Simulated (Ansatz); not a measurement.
A calculation with Ansatz (development build ahead of 0.2.0).

```yaml
crystal:
  periodic: [false, false, false]
  atoms:
    - { symbol: C, position_ang: [-0.0825, -0.04956, -0.4961] }
    - { symbol: C, position_ang: [-0.06361, -0.03523, 0.83952] }
    - { symbol: H, position_ang: [-0.07383, -0.97064, -0.98144] }
    - { symbol: H, position_ang: [-0.0045, 0.95308, -1.03834] }
basis:
  gaussian: { orbitals: def2-SVP }
hamiltonian:
  xc: hf
correlation:
  method: mp2
  frozen_orbitals: { C: 1, H: 0 }
```

The input is written out in the form of the current development build from the run's settings.

Output:

| Item | Value |
| --- | --- |
| Converged | yes |
| Reference energy | -76.69877 hartree |
| Correlation energy | -0.23184 hartree |
| Total energy | -76.93060 hartree |
| Spin squared of the determinant | 0.000 |
